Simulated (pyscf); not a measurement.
## Four-centre exchange: HS–GaH₂ (SMILES [SH][GaH2]) + HF (SMILES F) → F–GaH–SH (SMILES [F][GaH][SH]) + H₂ (SMILES [H][H])

Gas phase, singlet surface, charge 0. Bonds broken: Ga2–H4, F6–H7. Bonds formed: Ga2–F6, H4–H7. Single points on ωB97X-D3(BJ)/def2-SVP structures (PySCF, gas phase).

Transition state (Å):

```xyz
7

S      0.8267     1.4022     0.0945
Ga     0.0243    -0.4303    -0.7924
H      0.0327     1.3428     1.1814
H     -1.7207    -0.5887    -0.4842
H      0.4732    -1.0923    -2.1154
F     -0.3506    -1.7865     0.6230
H     -1.3149    -1.2742     0.1741
```

One imaginary mode, 1067i cm⁻¹; descent along it reached the two sides named, in the forms told below.

```
bond    change  reactant side (Å)  saddle  product side
------  ------  -----------------  ------  ------------
Ga2–H4  breaks              1.572   1.779           2.7
F6–H7   breaks              0.930   1.181         2.516
Ga2–F6   forms              2.320   1.996         1.761
H4–H7    forms              2.569   1.033         0.762
```

Electronic energies relative to the separated reactants (kcal/mol):

```json
[
 {"level": "ωB97X-D3(BJ)/def2-TZVP", "barrier": "6.9", "reaction energy": "-19.1", "reverse barrier": "25.9"},
 {"level": "PBE/def2-TZVP", "barrier": "3.4", "reaction energy": "-18.5", "reverse barrier": "21.9"},
 {"level": "r²SCAN/def2-TZVP", "barrier": "2.9", "reaction energy": "-20.4", "reverse barrier": "23.3"},
 {"level": "B3LYP-D3(BJ)/def2-TZVP", "barrier": "7.0", "reaction energy": "-19.2", "reverse barrier": "26.2"},
 {"level": "PBE0-D3(BJ)/def2-TZVP", "barrier": "5.9", "reaction energy": "-17.0", "reverse barrier": "22.9"},
 {"level": "M06-2X/def2-TZVP", "barrier": "5.5", "reaction energy": "-22.3", "reverse barrier": "27.8"},
 {"level": "ωB97M-D3(BJ)/def2-TZVP", "barrier": "8.0", "reaction energy": "-17.9", "reverse barrier": "25.9"},
 {"level": "HF/def2-TZVP", "barrier": "20.8", "reaction energy": "-17.5", "reverse barrier": "38.3"}
]
```

With ωB97M-D3(BJ)/def2-TZVP energies and thermal terms (ideal gas, 1 atm, RRHO with modes under 100 cm⁻¹ raised to 100, one conformer, R ln 2 for chiral ones without a mode under 150 cm⁻¹), in kcal/mol:

```
T (K)  ΔH‡   ΔG‡     ΔH     ΔG
-----  ---  ----  -----  -----
298    6.8  16.6  -19.9  -18.6
600    6.4  26.7  -19.3  -17.6
900    6.6  36.9  -18.9  -16.8
1200   7.0  46.9  -18.6  -16.2
```

On the reactant side the descent ends in a complex, 5.6 kcal/mol under the separated species and 12.4 kcal/mol under the saddle at ωB97X-D3(BJ)/def2-TZVP. At the saddle there is also a short Ga–H contact that neither side keeps. The same reactants have a lower exit, to H₂S + F–GaH₂ (highest point, the separated products, at -1.1 kcal/mol at ωB97M-D3(BJ)/def2-TZVP, against +8.0 kcal/mol here). One saddle was located; it need not be the lowest between these sides. Elements up to Kr have no core potential and no relativistic terms here.
